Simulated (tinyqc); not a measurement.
UHF in the sto-6g basis, for BH, spin multiplicity 3, step by step. This run ends on a higher stationary point, not on the lowest solution. One step of it, computed by the program tinyqc.

Question. Iteration 1: building the Fock matrix. J_ij = sum D_kl (ij|kl) with D = D(alpha) + D(beta), K_ij = sum D_kl (ik|jl) for each spin; F = H + J - K(s); E = tr D H + tr D J / 2 - 0.5 sum_s tr D(s) K(s) + E_nn.

D(alpha) at the start, lower triangle:
```
            1B 1s      1B 2s    1B 2px    1B 2py     1B 2pz     2H 1s
1B 1s    0.026326
1B 2s   -0.134315   0.819200
1B 2px   0.000000   0.000000  1.000000
1B 2py   0.000000   0.000000  0.000000  1.000000
1B 2pz   0.078692  -0.067048  0.000000  0.000000   1.070439
2H 1s    0.087763  -0.924172  0.000000  0.000000  -0.927420  1.987358
```

D(beta) at the start, lower triangle:
```
            1B 1s      1B 2s     1B 2px    1B 2py     1B 2pz     2H 1s
1B 1s    0.004097
1B 2s   -0.042430   0.439375
1B 2px   0.000000   0.000000   0.051093
1B 2py   0.000000   0.000000  -0.220187  0.948907
1B 2pz  -0.041507   0.429818   0.000000  0.000000   0.420468
2H 1s    0.090233  -0.934385   0.000000  0.000000  -0.914060  1.987084
```

core Hamiltonian H = T + V (hartree), lower triangle:
```
             1B 1s      1B 2s     1B 2px     1B 2py     1B 2pz      2H 1s
1B 1s   -12.903833
1B 2s    -3.199746  -3.816140
1B 2px    0.000000   0.000000  -3.022829
1B 2py    0.000000   0.000000   0.000000  -3.022829
1B 2pz   -0.020842  -0.168676   0.000000   0.000000  -3.150691
2H 1s    -0.919722  -1.809051   0.000000   0.000000  -1.616370  -2.729394
```

Two-electron integrals (ij|kl) in chemists' order, unique and non-zero (hartree):
```
(11|11) 2.924993   (21|11) 0.480756   (21|21) 0.099484   (22|11) 0.743449
(22|21) 0.188967   (22|22) 0.544922   (31|31) 0.021096   (32|31) 0.030854
(32|32) 0.120443   (33|11) 0.743450   (33|21) 0.188967   (33|22) 0.544922
(33|33) 0.587109   (41|41) 0.021096   (42|41) 0.030854   (42|42) 0.120443
(43|43) 0.031641   (44|11) 0.743450   (44|21) 0.188967   (44|22) 0.544922
(44|33) 0.523827   (44|44) 0.587109   (51|51) 0.021096   (52|51) 0.030854
(52|52) 0.120443   (53|53) 0.031641   (54|54) 0.031641   (55|11) 0.743450
(55|21) 0.188967   (55|22) 0.544922   (55|33) 0.523827   (55|44) 0.523827
(55|55) 0.587109   (61|11) 0.142356   (61|21) 0.028486   (61|22) 0.053487
(61|33) 0.053195   (61|44) 0.053195   (61|51) 0.002230   (61|52) 0.004205
(61|55) 0.054071   (61|61) 0.008463   (62|11) 0.301955   (62|21) 0.077814
(62|22) 0.242415   (62|33) 0.235941   (62|44) 0.235941   (62|51) 0.009082
(62|52) 0.050837   (62|55) 0.255361   (62|61) 0.023534   (62|62) 0.142309
(63|31) 0.008687   (63|32) 0.038106   (63|53) 0.009832   (63|63) 0.016855
(64|41) 0.008687   (64|42) 0.038106   (64|54) 0.009832   (64|64) 0.016855
(65|11) 0.270357   (65|21) 0.070740   (65|22) 0.232253   (65|33) 0.219951
(65|44) 0.219951   (65|51) 0.015845   (65|52) 0.082850   (65|55) 0.256858
(65|61) 0.022631   (65|62) 0.160116   (65|65) 0.193228   (66|11) 0.450830
(66|21) 0.118674   (66|22) 0.413800   (66|33) 0.389107   (66|44) 0.389107
(66|51) 0.018102   (66|52) 0.129373   (66|55) 0.463185   (66|61) 0.036958
(66|62) 0.300495   (66|65) 0.369410   (66|66) 0.774999
```

nuclear repulsion = 2.29677609 hartree

Give: Coulomb J; exchange K(alpha); exchange K(beta); F(alpha); F(beta); total energy of this density.

Answer.

Coulomb J (hartree), lower triangle:
```
         1B 1s   1B 2s   1B 2px  1B 2py  1B 2pz   2H 1s
1B 1s   3.9179
1B 2s   0.9979  2.9960
1B 2px  0.0000  0.0000   2.9390
1B 2py  0.0000  0.0000  -0.0139  2.9958
1B 2pz  0.0046  0.1113   0.0000  0.0000  3.0534
2H 1s   0.2841  1.4969   0.0000  0.0000  1.5491  3.0615
```

exchange K(alpha) (hartree), lower triangle:
```
          1B 1s    1B 2s  1B 2px  1B 2py  1B 2pz   2H 1s
1B 1s    0.0791
1B 2s    0.0911   0.5222
1B 2px   0.0000   0.0000  0.6899
1B 2py   0.0000   0.0000  0.0000  0.6899
1B 2pz  -0.0198  -0.2774  0.0000  0.0000  0.5399
2H 1s    0.0181   0.1608  0.0000  0.0000  0.1788  0.6392
```

exchange K(beta) (hartree), lower triangle:
```
          1B 1s   1B 2s   1B 2px  1B 2py  1B 2pz   2H 1s
1B 1s    0.0301
1B 2s    0.0348  0.1458
1B 2px   0.0000  0.0000   0.0696
1B 2py   0.0000  0.0000  -0.1223  0.5683
1B 2pz  -0.0016  0.0286   0.0000  0.0000  0.0913
2H 1s    0.0039  0.1183   0.0000  0.0000  0.1493  0.6042
```

F(alpha) (hartree), lower triangle:
```
          1B 1s    1B 2s   1B 2px   1B 2py   1B 2pz    2H 1s
1B 1s   -9.0651
1B 2s   -2.2929  -1.3423
1B 2px   0.0000   0.0000  -0.7738
1B 2py   0.0000   0.0000  -0.0139  -0.7170
1B 2pz   0.0035   0.2200   0.0000   0.0000  -0.6372
2H 1s   -0.6538  -0.4729   0.0000   0.0000  -0.2461  -0.3071
```

F(beta) (hartree), lower triangle:
```
          1B 1s    1B 2s   1B 2px   1B 2py   1B 2pz    2H 1s
1B 1s   -9.0160
1B 2s   -2.2366  -0.9659
1B 2px   0.0000   0.0000  -0.1535
1B 2py   0.0000   0.0000   0.1084  -0.5954
1B 2pz  -0.0146  -0.0860   0.0000   0.0000  -0.1886
2H 1s   -0.6395  -0.4304   0.0000   0.0000  -0.2166  -0.2721
```

total energy of this density = -7.338281 hartree
